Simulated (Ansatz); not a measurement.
A calculation with Ansatz (development build ahead of 0.2.0).

```yaml
crystal:
  periodic: [false, false, false]
  atoms:
    - { symbol: B, position_ang: [0.0, 0.0, 0.0] }
    - { symbol: B, position_ang: [0.0, 0.0, 1.92] }
basis:
  gaussian: { orbitals: def2-SVP }
magnetization:
  initial_magnetization: 2
hamiltonian:
  xc: hf
correlation:
  method: mp2
  frozen_orbitals: { B: 1 }
output:
  forces: true
```

The input is written out in the form of the current development build from the run's settings. Correlation on restricted open-shell orbitals is semicanonical, with singles.

Results

* Converged: yes
* Reference energy: -49.04888 hartree
* Correlation energy: -0.09312 hartree
* Total energy: -49.14200 hartree
* Spin squared of the determinant: 2.000
* Stability test: minimum among restricted orbitals

Forces (eV/Å):
```
atom     Fx     Fy      Fz
  B1  0.000  0.000   1.696
  B2  0.000  0.000  -1.696
```
